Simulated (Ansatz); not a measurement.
Born–Oppenheimer molecular dynamics of AlF₂H₃ (6 atoms, charge 0, multiplicity 1). It starts at the highest image of a converged band, a first-order saddle point between two minima.

Level of theory: RKS BHLYP-D4/def2-mTZVP (Ansatz 0.2.0).

| Quantity | Value |
| --- | --- |
| ensemble | NVE (velocity Verlet) |
| time step | 0.5 fs |
| steps asked | 200 |
| starting velocities drawn for | 100 K |
| seed | 5434 |

First frame:

```xyz
6
Properties=species:S:1:pos:R:3
Al -0.019 -0.315 -0.071
F 0.070 -0.050 1.778
F 1.436 0.094 -0.701
H -1.355 0.139 -0.715
H 0.032 -1.845 0.668
H 0.084 -1.107 1.577
```

Task: What does the run give?

Result: The run went to its last step.

```yaml
steps_done: 200
time_covered: 100 fs
mean_temperature_over_the_second_half: 272 K
spread_of_the_potential_energy_over_the_second_half: 5.0 meV per atom
mean_potential_energy_of_the_second_half_above_the_start: -14.8 meV per atom
```

The conserved energy stayed within 0.015 meV per atom of its start (net change 0.0062 meV per atom), so the integration is sound. The kinetic energy rose, since the run started high on the potential surface and went downhill. It ends in pieces (AlFH2 + FH), so much of that is their flight and rotation, not heat. A run of 0.1 ps of so small a system gives no equilibrium averages. The orbitals stay closed-shell, which can raise the energy where a bond breaks towards radicals; this wasn't checked here.

Task: What happens to the structure?

Result: Between its relaxed ends the band would form Al1–H5, F2–H6 and break H5–H6. These pairs go: Al1–H5 1.70 → 1.58 Å, F2–H6 1.08 → 0.92 Å, H5–H6 1.17 → 3.32 Å. In the last frame they stand as after the step (other bonds may differ from the relaxed reactants and products). Also parted: Al1–F2 1.87 → 2.66 Å, Al1–H6 1.83 → 3.07 Å. It ends as AlFH2 + FH. Pairs count as bonded within 1.25 times the sum of covalent radii (0.12 Å more for H–H). Another seed would give other details.

Task: How do temperature and energy run in time?

Result: 
```csv
time (fs),T (K),potential energy less start (eV),conserved less start (meV/atom)
0,100,0.000,0.00
8,91,0.005,0.01
16,227,-0.066,0.01
24,493,-0.203,0.00
32,645,-0.282,-0.01
40,487,-0.200,0.00
48,279,-0.092,0.01
56,315,-0.111,0.00
64,308,-0.107,0.00
72,183,-0.043,0.01
80,203,-0.053,0.01
88,324,-0.116,0.00
96,311,-0.109,0.00
```

Time of the run: 6 min on 1 thread of Arm Neoverse V1, with other jobs on the host, peak memory 0.11 GiB.
